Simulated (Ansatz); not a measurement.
AlMgH₂⁺ (H-bridged), triplet: the ladder up to full CI

Geometry: that of the AlMgH2 (H-bridged), quartet, kept fixed.

| atom | x (Å) | y (Å) | z (Å) |
| --- | --- | --- | --- |
| Al | 0.0000 | 0.0562 | 1.2209 |
| Mg | 0.0000 | -0.0014 | -1.4713 |
| H | 0.0000 | -0.3272 | 2.7591 |
| H | 0.0000 | -1.1428 | 0.0371 |

Basis 6-31G; Ansatz 0.2.0. Correlated methods freeze the noble-gas cores, which leaves 6 electrons in 20 orbitals. R marks a restricted (for open shells ROHF) determinant, U an unrestricted one. Active spaces: valence = (6e, 10o) chosen from the atoms' valence shells. The metal's outer-core shells are frozen, which leaves out core–valence correlation.

Full CI is exact within this basis and frozen core; it isn't the basis-set limit. The frozen core follows each run's orbitals, which can shift R against U totals by a few meV.

For open shells CISD and CISDTQ are restricted-active-space CI with the open shells as a complete middle space.

* UHF ⟨S²⟩: 2.005
* T1 diagnostic (RCCSD): 0.0216
* largest doubles amplitude (RCCSD): 0.030
* T1 diagnostic (UCCSD): 0.0170

| level | E − E(full CI) (kcal/mol) | share of correlation (%) | wall time |
| --- | --- | --- | --- |
| RHF | 33.15 | 0.00 | – |
| UHF | 32.47 | 2.07 | – |
| RMP2 | 11.22 | 66.16 | – |
| UMP2 | 11.04 | 66.69 | – |
| CISD | 1.46 | 95.60 | 0.24 s |
| RCCSD | 0.85 | 97.42 | – |
| UCCSD | 0.80 | 97.59 | – |
| RCCSD(T) | 0.32 | 99.05 | 0.57 s |
| UCCSD(T) | 0.29 | 99.13 | 0.57 s |
| BCCD(T) | 0.30 | 99.08 | 0.48 s |
| RCCSDT | 0.02 | 99.94 | – |
| UCCSDT | 0.00 | 100.01 | – |
| CISDTQ | 0.02 | 99.95 | 0.66 s |
| RCCSDT(Q) | 0.00 | 99.98 | 1.3 s |
| UCCSDT(Q) | -0.02 | 100.05 | 1.2 s |
| RCCSDTQ | 0.00 | 100.00 | 6.5 s |
| UCCSDTQ | -0.02 | 100.07 | 6.5 s |
| CASSCF (valence space) | 4.83 | 85.42 | – |
| NEVPT2 (valence space) | 1.51 | 95.44 | 1.3 s |
| NEVPT4(SD) (valence space) | 0.34 | 98.96 | 2.6 s |
| MRCISD (valence space) | 0.18 | 99.45 | – |
| MRCISD+Q (valence space) | 0.15 | 99.55 | 2.8 s |

The correlation energy at full CI, counted from RHF, is -1.438 eV. That run took 1.5 s on 1 thread of AMD EPYC 9R45, shared host over 664,592 determinants.

Times hold each run's SCF and search for its determinant on a shared host, so for small cases they say little of a method's own cost; they ran on 1 thread of AMD EPYC 9R45.

The full-CI state has the irrep A' of Cs, in the program's axes.

Natural occupations of full CI about the gap: 1.964 1.953 0.995 0.991 0.032 0.022 0.014 0.010 0.006 0.004; effectively unpaired electrons, Σ n²(2−n)², 2.02.
